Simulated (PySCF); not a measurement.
formaldehyde cation (CH2O), SMILES O=C (connectivity only; charge and spin as stated), charge +1, multiplicity 2. The structure is a stationary point at PBE-D3(BJ)/def2-TZVPD. The spin state was assumed, not searched.

All values below come from PBE-D3(BJ)/def2-TZVPD run with PySCF 2.14.0.

Harmonic wavenumbers (cm⁻¹): 785, 1000, 1170, 1721, 2653, 2699. Rotational constants (GHz): 265.8, 39.73, 34.56; symmetry number 2.

Task: Work out the zero-point energy and the ideal-gas rigid-rotor harmonic-oscillator thermochemistry at 298.15 K and 1 atm.

Result: ZPE = ½ Σ hcν = ½ × 10028 cm⁻¹ = 14.34 kcal/mol. H − E(el) = 16.79 kcal/mol. Entropy in cal/(mol K): translation 36.13, rotation 16.05, vibration 0.37, spin 1.38, total 53.93. G − E(el) = 0.72 kcal/mol. Cp = 9.26 cal/(mol K).
